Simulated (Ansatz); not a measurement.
What does this script print? It uses Ansatz 0.2.0 through its Python package.

`c5h9o.py`:
```python
from pathlib import Path

import ansatz as az
from ase import Atoms
import numpy as np
import pandas as pd


def main() -> None:
    atoms = Atoms(['C', 'C', 'C', 'C', 'C', 'O', 'H', 'H', 'H', 'H', 'H', 'H', 'H', 'H', 'H'], positions=[
        (-2.1291, 0.2038, -0.2225),
        (-0.7636, -0.4792, -0.3147),
        (-0.1117, -0.8232, 1.0228),
        (0.412, 0.341, 0.1901),
        (1.7445, 0.0532, -0.5045),
        (2.806, 0.4778, 0.3045),
        (-2.9144, -0.5683, -0.0856),
        (-2.3266, 0.7476, -1.1693),
        (-2.1885, 0.927, 0.6196),
        (-0.563, -1.2062, -1.1304),
        (-0.6966, -0.4357, 1.8845),
        (0.1979, 1.3564, 0.5896),
        (1.8636, -1.0261, -0.759),
        (1.7741, 0.6268, -1.4542),
        (2.8954, -0.195, 1.0291),
    ])
    molecule = az.Crystal.molecule_from_ase(atoms)

    base = (
        molecule.calculation()
        .basis(gaussian='cc-pVDZ')
        .functional(az.LibraryFunctional('wB97X-V'))
        .spin('collinear', total=1)
        .forces()
        .orbitals()
    )
    print(base.to_yaml())
    done = base.run(threads=1, runs_dir='c5h9o_runs')
    data = done.report

    for key in ('converged', 'free_energy_ev', 'reference_energy_ev', 'n_frozen', 'n_occupied', 'n_virtual'):
        print(f'{key:22s} {data[key]}')

    state = data['mean_field']['state']
    print(f'mean field: {state["energy"]["hartree"]:.7f} Ha, <S^2> = {abs(state["spin_squared"]):.4f}, stability: {state.get("stability", {}).get("kind")}')

    symbols = [site.symbol for site in molecule.cartesian_sites]
    forces = np.array(data['forces_ev_ang'])
    print('largest force', round(float(np.linalg.norm(forces, axis=1).max()), 4), 'eV/A, rms', round(float(np.sqrt((forces ** 2).mean())), 4))

    charges = data['charge_distribution']
    table = pd.DataFrame({'atom': symbols, 'mulliken': charges['mulliken_charges_e'], 'lowdin': charges['lowdin_charges_e']})
    print(table.round(3).to_string())
    print('dipole (e A):', np.round(charges['dipole_moment_e_ang'], 4) + 0.0)

    lines = Path(data['orbitals_path']).read_text().splitlines()
    field_of = lambda key: [line.split('=')[1].strip() for line in lines if line.startswith(key)]
    orbitals = [(27.211386 * float(e), s, float(n)) for e, s, n in zip(field_of('Ene='), field_of('Spin='), field_of('Occup='))]
    homo = max(e for e, _, n in orbitals if n > 0.5)
    lumo = min(e for e, _, n in orbitals if n < 0.5)
    for e, spin, n in sorted(orbitals):
        if homo - 6 < e < lumo + 5:
            print(f'{spin:6s} {e:10.3f} eV  occupation {n:.0f}')


if __name__ == '__main__':
    main()
```

```console
$ python c5h9o.py
crystal:
  periodic: [false, false, false]
  atoms:
    - { symbol: C, position_ang: [-2.1291, 0.2038, -0.2225] }
    - { symbol: C, position_ang: [-0.7636, -0.4792, -0.3147] }
    - { symbol: C, position_ang: [-0.1117, -0.8232, 1.0228] }
    - { symbol: C, position_ang: [0.412, 0.341, 0.1901] }
    - { symbol: C, position_ang: [1.7445, 0.0532, -0.5045] }
    - { symbol: O, position_ang: [2.806, 0.4778, 0.3045] }
    - { symbol: H, position_ang: [-2.9144, -0.5683, -0.0856] }
    - { symbol: H, position_ang: [-2.3266, 0.7476, -1.1693] }
    - { symbol: H, position_ang: [-2.1885, 0.927, 0.6196] }
    - { symbol: H, position_ang: [-0.563, -1.2062, -1.1304] }
    - { symbol: H, position_ang: [-0.6966, -0.4357, 1.8845] }
    - { symbol: H, position_ang: [0.1979, 1.3564, 0.5896] }
    - { symbol: H, position_ang: [1.8636, -1.0261, -0.759] }
    - { symbol: H, position_ang: [1.7741, 0.6268, -1.4542] }
    - { symbol: H, position_ang: [2.8954, -0.195, 1.0291] }
basis:
  gaussian:
    orbitals: cc-pVDZ
hamiltonian:
  xc:
    name: wB97X-V
magnetization:
  spin_polarized: true
  initial_magnetization: 1.0
output:
  orbitals: {}
  forces: true

converged              True
free_energy_ev         -7373.651828299333
reference_energy_ev    -7373.651828299333
n_frozen               0
n_occupied             [24, 23]
n_virtual              [105, 106]
mean field: -270.9767066 Ha, <S^2> = 0.7528, stability: minimum
largest force 2.9733 eV/A, rms 0.7018
   atom  mulliken  lowdin
0     C     0.020   0.025
1     C    -0.123  -0.091
2     C    -0.066   0.012
3     C    -0.125  -0.105
4     C     0.207  -0.090
5     O    -0.281   0.185
6     H     0.038   0.016
7     H     0.039   0.016
8     H     0.027   0.013
9     H     0.020   0.025
10    H     0.037   0.004
11    H     0.018   0.022
12    H     0.009  -0.004
13    H     0.030  -0.000
14    H     0.149  -0.029
dipole (e A): [-0.257  -0.1023 -0.0149]
Beta      -15.015 eV  occupation 1
Alpha     -14.532 eV  occupation 1
Beta      -14.477 eV  occupation 1
Alpha     -14.164 eV  occupation 1
Beta      -14.022 eV  occupation 1
Alpha     -13.512 eV  occupation 1
Beta      -13.455 eV  occupation 1
Alpha     -13.054 eV  occupation 1
Beta      -12.970 eV  occupation 1
Alpha     -11.745 eV  occupation 1
Beta      -11.686 eV  occupation 1
Alpha     -11.059 eV  occupation 1
Beta      -10.727 eV  occupation 1
Alpha     -10.370 eV  occupation 1
Alpha     -10.247 eV  occupation 1
Beta      -10.050 eV  occupation 1
Beta       -9.833 eV  occupation 1
Alpha      -9.069 eV  occupation 1
Beta       -0.176 eV  occupation 0
Alpha       3.997 eV  occupation 0
Beta        4.053 eV  occupation 0
Alpha       4.111 eV  occupation 0
Beta        4.170 eV  occupation 0
Alpha       4.377 eV  occupation 0
Beta        4.398 eV  occupation 0
```

What to keep in mind:
- Total energies depend on the basis set; only differences at equal settings carry meaning.
- The geometry is a force-field or estimated start, not a minimum of this method, and the basis set is short of its limit.
- The species is open-shell (spin multiplicity 2).
- The Löwdin charges here are taken after orthogonalising the functions within each atom; they differ from plain Löwdin charges, and their signs can be unphysical.
- Levels such as HOMO and LUMO are orbital energies: with these approximate functionals they aren't the ionisation energy and electron affinity, and their gap isn't the fundamental gap.
- Finished in 44 s on 1 thread of Arm Neoverse V2 (shared host), peak memory 0.68 GiB.

(Lines on the test bed's own set-up are left out of the output.)
